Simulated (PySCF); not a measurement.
Molecule: `Nc1nccs1`, C$_{3}$H$_{4}$N$_{2}$S.

Geometry (Å), atoms numbered from 1 in this order:
```xyz
10

N     2.078   -0.001   -0.037
C     0.726   -0.029    0.146
N     0.002    1.023    0.388
C    -1.323    0.692    0.461
C    -1.633   -0.623    0.285
S    -0.180   -1.522   -0.010
H     2.603   -0.841    0.163
H     2.515    0.863    0.263
H    -2.059    1.473    0.661
H    -2.604   -1.112    0.312
```

Geometry PBE0-D3(BJ)/def2-SVP throughout; GIAO in PySCF 2.14, gas phase, one conformer, non-relativistic; equivalent atoms averaged; functional PBE0.

For orientation, 6-31G* gives these shifts δ (against NH3, TMS, CS2 at the same level): N3 249.1, N1 64.7, C2 158.8, C4 132.0, C5 105.1, S6 169.9, H9 6.86, H10 5.95, H7/H8 3.56 ppm.

A run gave: N3 294.4, N1 81.5, C2 177.9, C4 149.9, C5 124.6, S6 158.4, H9 7.13, H10 6.14, H7/H8 3.60 ppm (shifts δ (against NH3, TMS, CS2 at the same level)).

**Question.** Which basis set was used in that run?
A. pcSseg-0
B. aug-cc-pVDZ
C. cc-pVTZ
D. def2-TZVP
E. IGLO-III

**Answer.** A. C5 tells them apart best: pcSseg-0 gives 124.6, aug-cc-pVDZ gives 109.7, cc-pVTZ gives 112.3, IGLO-III gives 115.8, def2-TZVP gives 112.3 ppm.
